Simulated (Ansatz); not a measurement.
# H₂O+ (doublet): wB97M-V, HSE06, B2PLYP over a scan of the angle H2–O1–H3, cc-pVDZ, part 2 of 2

Ansatz 0.2.0, Gaussian basis; cc-pVDZ, all electrons in the functionals, frozen cores in the correlation of double hybrids and RPA. The steps go on from the part before.

### 13 HSE06, 109.8°

in.yaml

```yaml
crystal:
  periodic: [false, false, false]
  atoms:
    - {symbol: O, position_ang: [0.000000, -0.064607, 0.000000]}
    - {symbol: H, position_ang: [0.000000, 0.512764, -0.821140]}
    - {symbol: H, position_ang: [0.000000, 0.512764, 0.821140]}
basis:
  gaussian: {orbitals: cc-pVDZ}
total_charge: 1
magnetization: {spin_polarized: true, initial_magnetization: 1}
hamiltonian: {xc: {name: HSE06}}
```

Started as:

```
$ ansatz run in.yaml --threads 1 --pin off --events-out ev --progress --plain --max-ram 2393MiB
```

Output, shortened:

```text
Functional definition: HSE06
  name "HSE06"
  cite "Heyd, Scuseria & Ernzerhof, J. Chem. Phys. 118, 8207 (2003) doi:10.1063/1.1564060"
  cite "Krukau, Vydrov, Izmaylov & Scuseria, J. Chem. Phys. 125, 224106 (2006) doi:10.1063/1.2404663"
  cite "Heyd & Scuseria, J. Chem. Phys. 120, 7274 (2004) doi:10.1063/1.1668634"
  cite "Ernzerhof & Perdew, J. Chem. Phys. 109, 3313 (1998) doi:10.1063/1.476928"
  cite "Perdew, Burke & Ernzerhof, Phys. Rev. Lett. 77, 3865 (1996) doi:10.1103/PhysRevLett.77.3865"
  parent pbe
[...]
  # The whole range is PBE's own exchange, as in plane waves. The composition of these papers is wPBEh.
[...]
217 factors; integrals over basis functions are off by at most 1.3e-3 eV
24 factors; integrals over basis functions are off by at most 1.9e-6 eV
[...]
mean field -2065.11567702 eV, -75.8916013449 hartree, gradient 7.5e-6 eV, S^2 0.752754; 0 other end points of the search recorded, 0 dependent functions left out
reference -2065.11569054 eV, -75.8916018418 hartree; 5, 4 occupied and 19, 20 virtual orbitals, 217 factors
Total energy: -2065.11569054 eV, -75.8916018418 hartree
```

Wall time 0.42 s (1 thread of Arm Neoverse V1, shared host).

From the report: ⟨S²⟩ of the determinant 0.753 (pure doublet: 0.75).

### 14 HSE06, 118.9°

in.yaml

```yaml
crystal:
  periodic: [false, false, false]
  atoms:
    - {symbol: O, position_ang: [0.000000, -0.057093, 0.000000]}
    - {symbol: H, position_ang: [0.000000, 0.453132, -0.864464]}
    - {symbol: H, position_ang: [0.000000, 0.453132, 0.864464]}
basis:
  gaussian: {orbitals: cc-pVDZ}
total_charge: 1
magnetization: {spin_polarized: true, initial_magnetization: 1}
hamiltonian: {xc: {name: HSE06}}
```

The command is unchanged.

Output, shortened:

```text
Functional definition: HSE06
  name "HSE06"
  cite "Heyd, Scuseria & Ernzerhof, J. Chem. Phys. 118, 8207 (2003) doi:10.1063/1.1564060"
  cite "Krukau, Vydrov, Izmaylov & Scuseria, J. Chem. Phys. 125, 224106 (2006) doi:10.1063/1.2404663"
  cite "Heyd & Scuseria, J. Chem. Phys. 120, 7274 (2004) doi:10.1063/1.1668634"
  cite "Ernzerhof & Perdew, J. Chem. Phys. 109, 3313 (1998) doi:10.1063/1.476928"
  cite "Perdew, Burke & Ernzerhof, Phys. Rev. Lett. 77, 3865 (1996) doi:10.1103/PhysRevLett.77.3865"
  parent pbe
[...]
  # The whole range is PBE's own exchange, as in plane waves. The composition of these papers is wPBEh.
[...]
215 factors; integrals over basis functions are off by at most 1.3e-3 eV
24 factors; integrals over basis functions are off by at most 1.8e-6 eV
[...]
mean field -2065.05810247 eV, -75.8894855193 hartree, gradient 7.2e-6 eV, S^2 0.752764; 1 other end points of the search recorded, 0 dependent functions left out
reference -2065.05811573 eV, -75.8894860064 hartree; 5, 4 occupied and 19, 20 virtual orbitals, 215 factors
Total energy: -2065.05811573 eV, -75.8894860064 hartree
```

Wall time 0.45 s (1 thread of Arm Neoverse V1, shared host).

From the report: ⟨S²⟩ of the determinant 0.753 (pure doublet: 0.75).

From 109.8°: +0.058 eV.

### 15 HSE06, 137.1°

in.yaml

```yaml
crystal:
  periodic: [false, false, false]
  atoms:
    - {symbol: O, position_ang: [0.000000, -0.041076, 0.000000]}
    - {symbol: H, position_ang: [0.000000, 0.326005, -0.934280]}
    - {symbol: H, position_ang: [0.000000, 0.326005, 0.934280]}
basis:
  gaussian: {orbitals: cc-pVDZ}
total_charge: 1
magnetization: {spin_polarized: true, initial_magnetization: 1}
hamiltonian: {xc: {name: HSE06}}
```

Same command.

Output, shortened:

```text
Functional definition: HSE06
  name "HSE06"
  cite "Heyd, Scuseria & Ernzerhof, J. Chem. Phys. 118, 8207 (2003) doi:10.1063/1.1564060"
  cite "Krukau, Vydrov, Izmaylov & Scuseria, J. Chem. Phys. 125, 224106 (2006) doi:10.1063/1.2404663"
  cite "Heyd & Scuseria, J. Chem. Phys. 120, 7274 (2004) doi:10.1063/1.1668634"
  cite "Ernzerhof & Perdew, J. Chem. Phys. 109, 3313 (1998) doi:10.1063/1.476928"
  cite "Perdew, Burke & Ernzerhof, Phys. Rev. Lett. 77, 3865 (1996) doi:10.1103/PhysRevLett.77.3865"
  parent pbe
[...]
  # The whole range is PBE's own exchange, as in plane waves. The composition of these papers is wPBEh.
[...]
215 factors; integrals over basis functions are off by at most 1.4e-3 eV
24 factors; integrals over basis functions are off by at most 1.6e-6 eV
[...]
mean field -2064.77023999 eV, -75.8789067682 hartree, gradient 8.6e-6 eV, S^2 0.752807; 1 other end points of the search recorded, 0 dependent functions left out
reference -2064.77025288 eV, -75.8789072419 hartree; 5, 4 occupied and 19, 20 virtual orbitals, 215 factors
Total energy: -2064.77025288 eV, -75.8789072419 hartree
```

Wall time 0.45 s (1 thread of Arm Neoverse V1, shared host).

From the report: ⟨S²⟩ of the determinant 0.753 (pure doublet: 0.75).

From 109.8°: +0.345 eV.

### 16 HSE06, 157.6°

in.yaml

```yaml
crystal:
  periodic: [false, false, false]
  atoms:
    - {symbol: O, position_ang: [0.000000, -0.021817, 0.000000]}
    - {symbol: H, position_ang: [0.000000, 0.173157, -0.984689]}
    - {symbol: H, position_ang: [0.000000, 0.173157, 0.984689]}
basis:
  gaussian: {orbitals: cc-pVDZ}
total_charge: 1
magnetization: {spin_polarized: true, initial_magnetization: 1}
hamiltonian: {xc: {name: HSE06}}
```

The command is unchanged.

Output, shortened:

```text
Functional definition: HSE06
  name "HSE06"
  cite "Heyd, Scuseria & Ernzerhof, J. Chem. Phys. 118, 8207 (2003) doi:10.1063/1.1564060"
  cite "Krukau, Vydrov, Izmaylov & Scuseria, J. Chem. Phys. 125, 224106 (2006) doi:10.1063/1.2404663"
  cite "Heyd & Scuseria, J. Chem. Phys. 120, 7274 (2004) doi:10.1063/1.1668634"
  cite "Ernzerhof & Perdew, J. Chem. Phys. 109, 3313 (1998) doi:10.1063/1.476928"
  cite "Perdew, Burke & Ernzerhof, Phys. Rev. Lett. 77, 3865 (1996) doi:10.1103/PhysRevLett.77.3865"
  parent pbe
[...]
  # The whole range is PBE's own exchange, as in plane waves. The composition of these papers is wPBEh.
[...]
215 factors; integrals over basis functions are off by at most 1.5e-3 eV
24 factors; integrals over basis functions are off by at most 2.1e-6 eV
[...]
mean field -2064.37836456 eV, -75.8645056115 hartree, gradient 2.4e-6 eV, S^2 0.752852; 1 other end points of the search recorded, 0 dependent functions left out
reference -2064.37837715 eV, -75.8645060744 hartree; 5, 4 occupied and 19, 20 virtual orbitals, 215 factors
Total energy: -2064.37837715 eV, -75.8645060744 hartree
```

Run time: 0.6 s. Hardware: 1 thread of Arm Neoverse V1, shared host.

From the report: ⟨S²⟩ of the determinant 0.753 (pure doublet: 0.75).

From 109.8°: +0.737 eV.

### 17 HSE06, 180.0°

in.yaml

```yaml
crystal:
  periodic: [false, false, false]
  atoms:
    - {symbol: O, position_ang: [0.000000, 0.000000, 0.000000]}
    - {symbol: H, position_ang: [0.000000, 0.000000, -1.003807]}
    - {symbol: H, position_ang: [0.000000, 0.000000, 1.003807]}
basis:
  gaussian: {orbitals: cc-pVDZ}
total_charge: 1
magnetization: {spin_polarized: true, initial_magnetization: 1}
hamiltonian: {xc: {name: HSE06}}
```

Launched as before.

Output, shortened:

```text
Functional definition: HSE06
  name "HSE06"
  cite "Heyd, Scuseria & Ernzerhof, J. Chem. Phys. 118, 8207 (2003) doi:10.1063/1.1564060"
  cite "Krukau, Vydrov, Izmaylov & Scuseria, J. Chem. Phys. 125, 224106 (2006) doi:10.1063/1.2404663"
  cite "Heyd & Scuseria, J. Chem. Phys. 120, 7274 (2004) doi:10.1063/1.1668634"
  cite "Ernzerhof & Perdew, J. Chem. Phys. 109, 3313 (1998) doi:10.1063/1.476928"
  cite "Perdew, Burke & Ernzerhof, Phys. Rev. Lett. 77, 3865 (1996) doi:10.1103/PhysRevLett.77.3865"
  parent pbe
[...]
  # The whole range is PBE's own exchange, as in plane waves. The composition of these papers is wPBEh.
[...]
215 factors; integrals over basis functions are off by at most 1.4e-3 eV
24 factors; integrals over basis functions are off by at most 2.8e-6 eV
[...]
mean field -2064.17939663 eV, -75.8571936750 hartree, gradient 6.9e-6 eV, S^2 0.752861; 0 other end points of the search recorded, 0 dependent functions left out
reference -2064.17940921 eV, -75.8571941373 hartree; 5, 4 occupied and 19, 20 virtual orbitals, 215 factors
Total energy: -2064.17940921 eV, -75.8571941373 hartree
```

Run time: 0.42 s. Hardware: 1 thread of Arm Neoverse V1, shared host.

From the report: ⟨S²⟩ of the determinant 0.753 (pure doublet: 0.75).

From 109.8°: +0.936 eV.

### 18 B2PLYP, 70.7°

in.yaml

```yaml
crystal:
  periodic: [false, false, false]
  atoms:
    - {symbol: O, position_ang: [0.000000, -0.091615, 0.000000]}
    - {symbol: H, position_ang: [0.000000, 0.727123, -0.580772]}
    - {symbol: H, position_ang: [0.000000, 0.727123, 0.580772]}
basis:
  gaussian: {orbitals: cc-pVDZ}
total_charge: 1
magnetization: {spin_polarized: true, initial_magnetization: 1}
hamiltonian: {xc: {name: B2PLYP}}
correlation: {electrons: outside_noble_gas}
```

The command is unchanged.

Output, shortened:

```text
Functional definition: B2PLYP
  name "B2PLYP"
  cite "Grimme, J. Chem. Phys. 124, 034108 (2006) doi:10.1063/1.2148954"
  cite "Becke, Phys. Rev. A 38, 3098 (1988) doi:10.1103/PhysRevA.38.3098"
  cite "Lee, Yang & Parr, Phys. Rev. B 37, 785 (1988) doi:10.1103/PhysRevB.37.785"
[...]
219 factors; integrals over basis functions are off by at most 1.0e-3 eV
[...]
mean field -2063.21669513 eV, -75.8218150474 hartree, gradient 1.1e-6 eV, S^2 0.753777; 0 other end points of the search recorded, 0 dependent functions left out
1 core orbitals not correlated: weight in the atoms' cores, before any rotation towards them, 1.000 or more for the frozen orbitals, at most 0.000 for the correlated occupied ones
reference -2063.21675755 eV, -75.8218173413 hartree; 4, 3 occupied and 19, 20 virtual orbitals, 219 factors
second order -5.15687906 eV of doubles, -0.00000000 eV of singles
Total energy: -2064.60911489 eV, -75.8729855301 hartree
```

Wall time 0.39 s (1 thread of Arm Neoverse V1, shared host).

From the report: ⟨S²⟩ of the determinant 0.754 (pure doublet: 0.75).

### 19 B2PLYP, 87.0°

in.yaml

```yaml
crystal:
  periodic: [false, false, false]
  atoms:
    - {symbol: O, position_ang: [0.000000, -0.081477, 0.000000]}
    - {symbol: H, position_ang: [0.000000, 0.646659, -0.690975]}
    - {symbol: H, position_ang: [0.000000, 0.646659, 0.690975]}
basis:
  gaussian: {orbitals: cc-pVDZ}
total_charge: 1
magnetization: {spin_polarized: true, initial_magnetization: 1}
hamiltonian: {xc: {name: B2PLYP}}
correlation: {electrons: outside_noble_gas}
```

The command is unchanged.

Output, shortened:

```text
Functional definition: B2PLYP
  name "B2PLYP"
  cite "Grimme, J. Chem. Phys. 124, 034108 (2006) doi:10.1063/1.2148954"
  cite "Becke, Phys. Rev. A 38, 3098 (1988) doi:10.1103/PhysRevA.38.3098"
  cite "Lee, Yang & Parr, Phys. Rev. B 37, 785 (1988) doi:10.1103/PhysRevB.37.785"
[...]
218 factors; integrals over basis functions are off by at most 1.2e-3 eV
[...]
mean field -2063.97414034 eV, -75.8496506454 hartree, gradient 7.9e-7 eV, S^2 0.753860; 0 other end points of the search recorded, 0 dependent functions left out
1 core orbitals not correlated: weight in the atoms' cores, before any rotation towards them, 1.000 or more for the frozen orbitals, at most 0.000 for the correlated occupied ones
reference -2063.97420396 eV, -75.8496529836 hartree; 4, 3 occupied and 19, 20 virtual orbitals, 218 factors
second order -5.06380093 eV of doubles, -0.00000000 eV of singles
Total energy: -2065.34143021 eV, -75.8998976216 hartree
```

It took 0.39 s on 1 thread of Arm Neoverse V1, shared host.

From the report: ⟨S²⟩ of the determinant 0.754 (pure doublet: 0.75).

### 20 B2PLYP, 103.1°

in.yaml

```yaml
crystal:
  periodic: [false, false, false]
  atoms:
    - {symbol: O, position_ang: [0.000000, -0.069847, 0.000000]}
    - {symbol: H, position_ang: [0.000000, 0.554352, -0.786132]}
    - {symbol: H, position_ang: [0.000000, 0.554352, 0.786132]}
basis:
  gaussian: {orbitals: cc-pVDZ}
total_charge: 1
magnetization: {spin_polarized: true, initial_magnetization: 1}
hamiltonian: {xc: {name: B2PLYP}}
correlation: {electrons: outside_noble_gas}
```

Launched as before.

Output, shortened:

```text
Functional definition: B2PLYP
  name "B2PLYP"
  cite "Grimme, J. Chem. Phys. 124, 034108 (2006) doi:10.1063/1.2148954"
  cite "Becke, Phys. Rev. A 38, 3098 (1988) doi:10.1103/PhysRevA.38.3098"
  cite "Lee, Yang & Parr, Phys. Rev. B 37, 785 (1988) doi:10.1103/PhysRevB.37.785"
[...]
217 factors; integrals over basis functions are off by at most 1.2e-3 eV
[...]
mean field -2064.27972210 eV, -75.8608805682 hartree, gradient 5.7e-7 eV, S^2 0.753844; 0 other end points of the search recorded, 0 dependent functions left out
1 core orbitals not correlated: weight in the atoms' cores, before any rotation towards them, 1.000 or more for the frozen orbitals, at most 0.000 for the correlated occupied ones
reference -2064.27978608 eV, -75.8608829193 hartree; 4, 3 occupied and 19, 20 virtual orbitals, 217 factors
second order -4.98001161 eV of doubles, -0.00000000 eV of singles
Total energy: -2065.62438921 eV, -75.9102961731 hartree
```

Wall time 0.39 s (1 thread of Arm Neoverse V1, shared host).

From the report: ⟨S²⟩ of the determinant 0.754 (pure doublet: 0.75).

### 21 B2PLYP, 109.8°

in.yaml

```yaml
crystal:
  periodic: [false, false, false]
  atoms:
    - {symbol: O, position_ang: [0.000000, -0.064607, 0.000000]}
    - {symbol: H, position_ang: [0.000000, 0.512764, -0.821140]}
    - {symbol: H, position_ang: [0.000000, 0.512764, 0.821140]}
basis:
  gaussian: {orbitals: cc-pVDZ}
total_charge: 1
magnetization: {spin_polarized: true, initial_magnetization: 1}
hamiltonian: {xc: {name: B2PLYP}}
correlation: {electrons: outside_noble_gas}
```

Same command.

Output, shortened:

```text
Functional definition: B2PLYP
  name "B2PLYP"
  cite "Grimme, J. Chem. Phys. 124, 034108 (2006) doi:10.1063/1.2148954"
  cite "Becke, Phys. Rev. A 38, 3098 (1988) doi:10.1103/PhysRevA.38.3098"
  cite "Lee, Yang & Parr, Phys. Rev. B 37, 785 (1988) doi:10.1103/PhysRevB.37.785"
[...]
217 factors; integrals over basis functions are off by at most 1.3e-3 eV
[...]
mean field -2064.30117487 eV, -75.8616689427 hartree, gradient 5.0e-7 eV, S^2 0.753839; 0 other end points of the search recorded, 0 dependent functions left out
1 core orbitals not correlated: weight in the atoms' cores, before any rotation towards them, 1.000 or more for the frozen orbitals, at most 0.000 for the correlated occupied ones
reference -2064.30123826 eV, -75.8616712725 hartree; 4, 3 occupied and 19, 20 virtual orbitals, 217 factors
second order -4.95331826 eV of doubles, -0.00000000 eV of singles
Total energy: -2065.63863419 eV, -75.9108196664 hartree
```

It took 0.39 s on 1 thread of Arm Neoverse V1, shared host.

From the report: ⟨S²⟩ of the determinant 0.754 (pure doublet: 0.75).

### 22 B2PLYP, 118.9°

in.yaml

```yaml
crystal:
  periodic: [false, false, false]
  atoms:
    - {symbol: O, position_ang: [0.000000, -0.057093, 0.000000]}
    - {symbol: H, position_ang: [0.000000, 0.453132, -0.864464]}
    - {symbol: H, position_ang: [0.000000, 0.453132, 0.864464]}
basis:
  gaussian: {orbitals: cc-pVDZ}
total_charge: 1
magnetization: {spin_polarized: true, initial_magnetization: 1}
hamiltonian: {xc: {name: B2PLYP}}
correlation: {electrons: outside_noble_gas}
```

The command is unchanged.

Output, shortened:

```text
Functional definition: B2PLYP
  name "B2PLYP"
  cite "Grimme, J. Chem. Phys. 124, 034108 (2006) doi:10.1063/1.2148954"
  cite "Becke, Phys. Rev. A 38, 3098 (1988) doi:10.1103/PhysRevA.38.3098"
  cite "Lee, Yang & Parr, Phys. Rev. B 37, 785 (1988) doi:10.1103/PhysRevB.37.785"
[...]
215 factors; integrals over basis functions are off by at most 1.3e-3 eV
[...]
mean field -2064.25248184 eV, -75.8598795069 hartree, gradient 4.4e-7 eV, S^2 0.753844; 2 other end points of the search recorded, 0 dependent functions left out
1 core orbitals not correlated: weight in the atoms' cores, before any rotation towards them, 1.000 or more for the frozen orbitals, at most 0.000 for the correlated occupied ones
reference -2064.25254426 eV, -75.8598818008 hartree; 4, 3 occupied and 19, 20 virtual orbitals, 215 factors
second order -4.92390037 eV of doubles, -0.00000000 eV of singles
Total energy: -2065.58199736 eV, -75.9087383011 hartree
```

It took 0.45 s on 1 thread of Arm Neoverse V1, shared host.

From the report: ⟨S²⟩ of the determinant 0.754 (pure doublet: 0.75).

From 109.8°: +0.057 eV.

### 23 B2PLYP, 137.1°

in.yaml

```yaml
crystal:
  periodic: [false, false, false]
  atoms:
    - {symbol: O, position_ang: [0.000000, -0.041076, 0.000000]}
    - {symbol: H, position_ang: [0.000000, 0.326005, -0.934280]}
    - {symbol: H, position_ang: [0.000000, 0.326005, 0.934280]}
basis:
  gaussian: {orbitals: cc-pVDZ}
total_charge: 1
magnetization: {spin_polarized: true, initial_magnetization: 1}
hamiltonian: {xc: {name: B2PLYP}}
correlation: {electrons: outside_noble_gas}
```

Launched as before.

Output, shortened:

```text
Functional definition: B2PLYP
  name "B2PLYP"
  cite "Grimme, J. Chem. Phys. 124, 034108 (2006) doi:10.1063/1.2148954"
  cite "Becke, Phys. Rev. A 38, 3098 (1988) doi:10.1103/PhysRevA.38.3098"
  cite "Lee, Yang & Parr, Phys. Rev. B 37, 785 (1988) doi:10.1103/PhysRevB.37.785"
[...]
215 factors; integrals over basis functions are off by at most 1.4e-3 eV
[...]
mean field -2063.97345065 eV, -75.8496252999 hartree, gradient 4.2e-7 eV, S^2 0.753889; 2 other end points of the search recorded, 0 dependent functions left out
1 core orbitals not correlated: weight in the atoms' cores, before any rotation towards them, 1.000 or more for the frozen orbitals, at most 0.000 for the correlated occupied ones
reference -2063.97351142 eV, -75.8496275333 hartree; 4, 3 occupied and 19, 20 virtual orbitals, 215 factors
second order -4.88228641 eV of doubles, -0.00000000 eV of singles
Total energy: -2065.29172876 eV, -75.8980711268 hartree
```

Wall time 0.51 s (1 thread of Arm Neoverse V1, shared host).

From the report: ⟨S²⟩ of the determinant 0.754 (pure doublet: 0.75).

From 109.8°: +0.347 eV.

### 24 B2PLYP, 157.6°

in.yaml

```yaml
crystal:
  periodic: [false, false, false]
  atoms:
    - {symbol: O, position_ang: [0.000000, -0.021817, 0.000000]}
    - {symbol: H, position_ang: [0.000000, 0.173157, -0.984689]}
    - {symbol: H, position_ang: [0.000000, 0.173157, 0.984689]}
basis:
  gaussian: {orbitals: cc-pVDZ}
total_charge: 1
magnetization: {spin_polarized: true, initial_magnetization: 1}
hamiltonian: {xc: {name: B2PLYP}}
correlation: {electrons: outside_noble_gas}
```

The command is unchanged.

Output, shortened:

```text
Functional definition: B2PLYP
  name "B2PLYP"
  cite "Grimme, J. Chem. Phys. 124, 034108 (2006) doi:10.1063/1.2148954"
  cite "Becke, Phys. Rev. A 38, 3098 (1988) doi:10.1103/PhysRevA.38.3098"
  cite "Lee, Yang & Parr, Phys. Rev. B 37, 785 (1988) doi:10.1103/PhysRevB.37.785"
[...]
215 factors; integrals over basis functions are off by at most 1.5e-3 eV
[...]
mean field -2063.58132457 eV, -75.8352149324 hartree, gradient 5.6e-6 eV, S^2 0.753931; 2 other end points of the search recorded, 0 dependent functions left out
1 core orbitals not correlated: weight in the atoms' cores, before any rotation towards them, 1.000 or more for the frozen orbitals, at most 0.000 for the correlated occupied ones
reference -2063.58138331 eV, -75.8352170908 hartree; 4, 3 occupied and 19, 20 virtual orbitals, 215 factors
second order -4.85151504 eV of doubles, -0.00000000 eV of singles
Total energy: -2064.89129237 eV, -75.8833553609 hartree
```

Run time: 0.66 s. Hardware: 1 thread of Arm Neoverse V1, shared host.

From the report: ⟨S²⟩ of the determinant 0.754 (pure doublet: 0.75).

From 109.8°: +0.747 eV.

### 25 B2PLYP, 180.0°

in.yaml

```yaml
crystal:
  periodic: [false, false, false]
  atoms:
    - {symbol: O, position_ang: [0.000000, 0.000000, 0.000000]}
    - {symbol: H, position_ang: [0.000000, 0.000000, -1.003807]}
    - {symbol: H, position_ang: [0.000000, 0.000000, 1.003807]}
basis:
  gaussian: {orbitals: cc-pVDZ}
total_charge: 1
magnetization: {spin_polarized: true, initial_magnetization: 1}
hamiltonian: {xc: {name: B2PLYP}}
correlation: {electrons: outside_noble_gas}
```

Launched as before.

Output, shortened:

```text
Functional definition: B2PLYP
  name "B2PLYP"
  cite "Grimme, J. Chem. Phys. 124, 034108 (2006) doi:10.1063/1.2148954"
  cite "Becke, Phys. Rev. A 38, 3098 (1988) doi:10.1103/PhysRevA.38.3098"
  cite "Lee, Yang & Parr, Phys. Rev. B 37, 785 (1988) doi:10.1103/PhysRevB.37.785"
[...]
215 factors; integrals over basis functions are off by at most 1.4e-3 eV
[...]
mean field -2063.37978929 eV, -75.8278086473 hartree, gradient 2.3e-6 eV, S^2 0.753928; 0 other end points of the search recorded, 0 dependent functions left out
1 core orbitals not correlated: weight in the atoms' cores, before any rotation towards them, 1.000 or more for the frozen orbitals, at most 0.000 for the correlated occupied ones
reference -2063.37984752 eV, -75.8278107873 hartree; 4, 3 occupied and 19, 20 virtual orbitals, 215 factors
second order -4.83761953 eV of doubles, -0.00000000 eV of singles
Total energy: -2064.68600479 eV, -75.8758111817 hartree
```

It took 0.36 s on 1 thread of Arm Neoverse V1, shared host.

From the report: ⟨S²⟩ of the determinant 0.754 (pure doublet: 0.75).

From 109.8°: +0.953 eV.

### 26 The comparison

The yardstick is full CI for this spin, exact in this basis with these frozen cores. It comes from earlier runs at the same points. Energies in eV, counted from 109.8°; blanks weren't run or aren't comparable.

| level | 70.7° | 87.0° | 103.1° | 109.8° | 118.9° | 137.1° | 157.6° | 180.0° |
| --- | --- | --- | --- | --- | --- | --- | --- | --- |
| FCI | 1.006 | 0.278 | 0.008 | 0.000 | 0.068 | 0.390 | 0.835 | 1.068 |
| wB97M-V | 1.014 | 0.292 | 0.014 | 0.000 | 0.056 | 0.339 | 0.725 | 0.921 |
| HSE06 | 1.014 | 0.291 | 0.013 | 0.000 | 0.058 | 0.345 | 0.737 | 0.936 |
| B2PLYP | 1.030 | 0.297 | 0.014 | 0.000 | 0.057 | 0.347 | 0.747 | 0.953 |

Largest miss and mean time a point (FCI took 29 s a point; shared hosts):

| level | largest miss (eV) | where | time a point |
| --- | --- | --- | --- |
| wB97M-V | -0.147 | 180.0° | 1.2 s |
| HSE06 | -0.132 | 180.0° | 0.46 s |
| B2PLYP | -0.115 | 180.0° | 0.44 s |

### 27 Outcome

What follows sums up all 2 parts.

| quantity | value |
| --- | --- |
| span of the FCI curve | 1.068 eV |
| largest miss, wB97M-V | -0.147 eV (180.0°) |
| largest miss, HSE06 | -0.132 eV (180.0°) |
| largest miss, B2PLYP | -0.115 eV (180.0°) |

**Reading.** Of the functionals, B2PLYP keep the smallest largest miss at the points compared (at most 0.115 eV) and wB97M-V strays most (0.147 eV, at 180.0°). Functionals and the yardstick converge differently with the basis, so part of each miss in cc-pVDZ is the basis.
